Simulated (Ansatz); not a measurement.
Input file:

```yaml
crystal:
  periodic: [false, false, false]
  atoms:
    - {symbol: Si, position_ang: [0.000000, 0.000000, 0.000000]}
    - {symbol: Si, position_ang: [0.000000, 0.000000, 2.254714]}
basis:
  gaussian: {orbitals: 6-31G}
magnetization: {spin_polarized: false}
correlation: {method: ccsd_t, electrons: outside_noble_gas}
```

```sh
$ ansatz run in.yaml --threads 1 --pin off --events-out ev --progress --plain --max-ram 2393MiB
```

Output:

```
280 factors; integrals over basis functions are off by at most 1.3e-4 eV
mean field evaluation 1: about -15717.2485 eV, gradient 4.1e0 eV
mean field evaluation 2: about -15717.2503 eV, gradient 4.1e0 eV
mean field evaluation 4: about -15717.3817 eV, gradient 2.0e-1 eV
mean field evaluation 8: about -15717.3820 eV, gradient 1.1e-5 eV
mean field evaluation 16: about -15718.5523 eV, gradient 3.1e-2 eV
mean field evaluation 32: about -15717.3820 eV, gradient 4.9e-6 eV
mean field evaluation 64: about -15718.5449 eV, gradient 8.0e-2 eV
mean field evaluation 96: about -15718.5450 eV, gradient 4.0e-2 eV
mean field -15718.54499299 eV, -577.6458740800 hartree, gradient 4.1e-6 eV, S^2 0.000000; 9 other end points of the search recorded, 0 dependent functions left out; unrestricted orbitals would lower it
determinant -15718.54499299 eV, -577.6458740800 hartree, with singles and doubles -15721.35088883 eV, -577.7489888501 hartree
determinant -15717.38199456 eV, -577.6031346760 hartree, with singles and doubles -15721.43624839 eV, -577.7521257562 hartree
determinant -15718.54499299 eV, -577.6458740800 hartree, with singles and doubles -15721.35611696 eV, -577.7491809804 hartree
determinant -15717.38199456 eV, -577.6031346760 hartree, with singles and doubles -15721.43901182 eV, -577.7522273103 hartree
mean field evaluation 128: about -15717.3820 eV, gradient 1.8e-7 eV
10 core orbitals not correlated: weight in the atoms' cores, before any rotation towards them, 1.000 or more for the frozen orbitals, at most 0.000 for the correlated occupied ones
reference -15717.38199456 eV, -577.6031346760 hartree; 4, 4 occupied and 12, 12 virtual orbitals, 280 factors
second order -3.70371164 eV of doubles, -0.00000000 eV of singles
cycle   1  -4.05702269 eV  change   -5.4e-6 eV  update   2.3e-6
cycle   2  -4.05702457 eV  change   -1.9e-6 eV  update   1.5e-6
perturbative correction -0.23554197 eV, -0.0086560079 hartree
WARN: the results are in doubt because among natural orbitals full CI differs from the method by -0.092 eV
Total energy: -15721.67456111 eV, -577.7608835870 hartree
In doubt: among natural orbitals full CI differs from the method by -0.092 eV
```

For the same geometry and basis full CI lies 107.1 meV lower.

Ran on 1 thread of Arm Neoverse V1, shared host: 0.58 s wall, 0.07 GiB peak host memory.
